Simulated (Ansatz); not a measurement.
Molecule: C$_{2}$H$_{6}$N (charge 0, doublet). SMILES: CC[NH]
Geometry from a B3LYP-D3(BJ)/def2-TZVP (Ansatz, a quantum-chemistry and plane-wave program) optimisation:
```xyz
9

C      1.1323    -0.4026     0.0357
C     -0.0608     0.5582     0.0396
N     -1.3458    -0.0877     0.0127
H      2.0718     0.1510     0.0859
H      1.0877    -1.0737     0.8947
H      1.1429    -1.0096    -0.8726
H      0.0072     1.2100    -0.8483
H     -0.0183     1.2183     0.9100
H     -1.2993    -0.8157    -0.7109
```
Charge 0, spin multiplicity 2.

Property: atomisation energy, in kcal/mol. Conventions: valence correlation only; 6-31G* and kin with 6d, 5d where marked; spin-orbit terms left out; UHF or UKS for open shells; 6-311+G** with 5d; non-relativistic; atomisation electronic, to ground-state atoms; LANL2DZ all-electron up to Ne. CBS(X,Y): correlation extrapolated as X^-3; Hartree-Fock from the larger set. The bracket is a focal-point correction in the basis named. Ab initio and DFT rows: single points at B3LYP-D3(BJ) geometries (Ansatz).

Coupled cluster (Ansatz) is a level with limits of its own, used here on species with T1 under 0.025 (0.045 for open shells) and stable references: RI-MP2/CBS(cc-pVTZ,cc-pVQZ)+[CCSD(T)-MP2]/cc-pVTZ.

Value to compare with, RI-MP2/CBS(cc-pVTZ,cc-pVQZ)+[CCSD(T)-MP2]/cc-pVTZ (Ansatz): 769.3 kcal/mol.

```
level         program  atomisation energy (kcal/mol)  difference
------------  -------  -----------------------------  ----------
HF/STO-3G      Ansatz                          682.9       -86.4
HF/3-21G       Ansatz                          525.3      -244.0
HF/LANL2DZ     Ansatz                          524.2      -245.1
HF/6-31G*      Ansatz                          559.6      -209.7
HF/6-311+G**   Ansatz                          559.7      -209.6
```

Among the 5 habitual levels, HF/LANL2DZ lies farthest from RI-MP2/CBS(cc-pVTZ,cc-pVQZ)+[CCSD(T)-MP2]/cc-pVTZ (Ansatz) (-245.1 kcal/mol) and HF/STO-3G nearest (-86.4); 0 of 5 lie above it, and their mean absolute difference is 199.0 kcal/mol, the median 209.7. One case shows no general order.

The sets are all those run for this method; runs whose electronic state is in doubt are left out.
